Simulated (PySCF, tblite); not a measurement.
## hydrogen sulfide and 2 × hydrogen chloride

A gas-phase complex of hydrogen sulfide and 2 × hydrogen chloride; neutral, singlet. The structure comes from a short search (6 tight-binding starts) and was relaxed by PBE0-D3(BJ)/def2-SVPD; another way of binding may lie lower. Frequencies by PBE0-D3(BJ)/def2-SVPD show no clear imaginary mode.

| part | name | SMILES | atoms | charge | multiplicity |
| --- | --- | --- | --- | --- | --- |
| 1 | hydrogen sulfide | S | 1–3 | 0 | 1 |
| 2 | hydrogen chloride | Cl | 4–5 | 0 | 1 |
| 3 | hydrogen chloride | Cl | 6–7 | 0 | 1 |

Coordinates in Å:
```
S1     -0.218    0.809    0.340
H2     -1.052   -0.181    0.725
H3      0.659   -0.067   -0.206
Cl4     1.025   -1.726   -2.327
H5      0.079   -0.946   -2.775
Cl6    -1.532    0.696   -2.889
H7     -1.134    0.896   -1.637
```

```csv
contact,kind (by geometry),distance (Å),angle (°)
H7···S1,hydrogen bond,2.180,167
H5···Cl6,hydrogen bond,2.303,162
```

Interaction energies are complex less parts, with the parts frozen as they stand in it; counterpoise-corrected, in kcal/mol (PySCF).

(1) Give the interaction energy at each level run.

(2) What holds them together? Decompose the wB97M-D3(BJ)/def2-TZVPD energy: frozen parts, their antisymmetrised product, then relaxation.

(3) Are the pair energies additive?

The parts were also relaxed and run alone, at the levels used for the complex: vibrations by PBE0-D3(BJ)/def2-SVPD; shieldings by PBE0/pcSseg-2; core levels by delta-SCF with SCAN, pcX-2 on the ionised atom and pcseg-1 elsewhere, spin-free X2C (2p3/2 is the spin-free 2p value less a third of a first-order spin-orbit splitting).

Values alone: Cl6–H7 bond (Å): 1.288; stretch carried by H7 (cm⁻¹, harmonic): 2996; its infrared intensity (km/mol): 48; shielding of H7 (ppm): 30.41; shielding of S1 (ppm): 704.4; shielding of H5 (ppm): 30.41; shielding of Cl6 (ppm): 938.5; S1 2p3/2 core level (eV): 170.38; Cl4 2p3/2 core level (eV): 207.38; Cl6 2p3/2 core level (eV): 207.38.

(4) How do these values change when the complex forms?

(5) What are the binding energy from relaxed parts (wB97M-D3(BJ)/def2-TZVPD), and ΔH and ΔG of association at 298.15 K and 1 atm?

Answers

(1) 
| level | interaction | superposition error removed |
| --- | --- | --- |
| wB97M-D3(BJ)/def2-TZVPD | -7.60 | -0.36 |
| PBE0-D3(BJ)/def2-TZVPD | -10.33 | -0.35 |
| RI-MP2/aug-cc-pVTZ | -8.39 | -1.50 |

(2) electrostatic -16.6, Pauli repulsion +25.3, orbital relaxation -13.9, dispersion correction -2.8 kcal/mol, which sum to the value before the counterpoise correction; the Pauli term holds the exchange-correlation of the frozen density too. Of the attraction, 50 % is electrostatic, 42 % is orbital relaxation, 8 % is dispersion correction.

(3) The pairs sum to -5.88 kcal/mol (1–2 -1.3, 1–3 -3.0, 2–3 -1.5); the rest of -1.72 is a many-body strengthening.

(4) 
```json
{"property": "Cl6–H7 bond (Å)", "alone": "1.288", "in the complex": "1.329", "change": "+0.041"}
{"property": "stretch carried by H7 (cm⁻¹, harmonic)", "alone": "2996", "in the complex": "2441", "change": "-555"}
{"property": "its infrared intensity (km/mol)", "alone": "48", "in the complex": "1390", "change": ""}
{"property": "shielding of H7 (ppm)", "alone": "30.41", "in the complex": "23.28", "change": "-7.12"}
{"property": "shielding of S1 (ppm)", "alone": "704.4", "in the complex": "666.8", "change": "-37.6"}
{"property": "shielding of H5 (ppm)", "alone": "30.41", "in the complex": "26.83", "change": "-3.58"}
{"property": "shielding of Cl6 (ppm)", "alone": "938.5", "in the complex": "854.1", "change": "-84.4"}
{"property": "S1 2p3/2 core level (eV)", "alone": "170.38", "in the complex": "171.02", "change": "+0.64"}
{"property": "Cl4 2p3/2 core level (eV)", "alone": "207.38", "in the complex": "206.80", "change": "-0.58"}
{"property": "Cl6 2p3/2 core level (eV)", "alone": "207.38", "in the complex": "206.51", "change": "-0.87"}
```

Density functionals tend to overstate the lengthening and the red shift of so strongly bound an X–H bond.

(5) -6.49 kcal/mol, -3.34 with zero-point energy; ΔH -4.5 and ΔG +10.9 kcal/mol, from harmonic vibrations by PBE0-D3(BJ)/def2-SVPD with low modes damped.
